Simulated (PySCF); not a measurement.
Working out the electron affinity of Si

Si⁻ [Ne] 3s2 3p3 (4S) → Si [Ne] 3s2 3p2 (3P). All numbers are calculated (PySCF 2.14, scalar relativity by spin-free X2C-1e, in aug-cc-pCVTZ-DK (8s7p5d3f, 75 functions)). Frozen: 1s2. Energies in hartree (1 hartree = 27.21139 eV):

```
            part  Si⁻ (lower)   Si (upper)
             UHF  -289.490353  -289.459292
CCSD correlation    -0.378898    -0.361708
             (T)    -0.007458    -0.005337
```

Question: What does Hartree-Fock give?

Answer: (-289.459292) − (-289.490353) = 0.031061 hartree = 0.845 eV.

Question: What do CCSD and CCSD(T) give?

Answer: The CCSD correlation energies differ by 0.017190 hartree = 0.468 eV and the triples by 0.002121 hartree = 0.058 eV, so CCSD gives 1.313 eV and CCSD(T) 1.371 eV.

A first-order spin-orbit estimate adds -0.016 eV to CCSD(T) (valence and next inner shell), giving 1.355 eV against 1.390 eV (measured; photodetachment measurements, as compiled on the Wikipedia data page of electron affinities).

What remains against the reference includes basis incompleteness, the frozen core and higher excitations.
